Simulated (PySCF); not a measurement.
Input of a run (BHandHLYP/def2-TZVP geometry optimisation, gas phase (PySCF 2.14.0)), started from GFN2-xTB:
```
{"job": {"xc": "BHandHLYP", "basis": "def2-TZVP", "grid": 1, "kind": "geom"}, "charge": 0, "multiplicity": 1}
C      0.539611    -0.005575     0.577130
C     -0.534464     0.007856     0.056156
H      1.484013    -0.017299     1.035275
H     -1.478926     0.019791    -0.401860
```

Output (energies in Eh, forces in Eh/bohr):
```
step   0  E = -77.31006132  max force = 0.020401
step   1  E = -77.30260867  max force = 0.022936
step   2  E = -77.30712029  max force = 0.020052
step   3  E = -77.31015283  max force = 0.002861
step   4  E = -77.31025002  max force = 0.001572
step   5  E = -77.31025242  max force = 0.000228
optimisation converged
```

Summarise the run.

The energy falls by 0.12 kcal/mol over 6 energy and gradient evaluations, the largest force component goes from 0.0204 to 2.3e-04 Eh/bohr, and the atoms move by 0.003 Å rms after alignment. The bond that changes most is C1≡C2 (both ends terminal alkyne carbon), which shortens by 0.008 Å. Bonds longer at the end by more than 0.005 Å: 2 of 3; shorter: 1. The energy rose by more than 1e-6 Eh at step 1.

What are the final bond lengths?

C1≡C2 1.186 Å, C1–H3 1.056 Å, C2–H4 1.056 Å. Numbering counts from 1 in the input's order; the species is `C#C` (acetylene).

The run used 74 basis functions and 36 SCF cycles in all.

No BHandHLYP/def2-TZVP frequencies stand behind this structure, so it isn't proved a minimum.
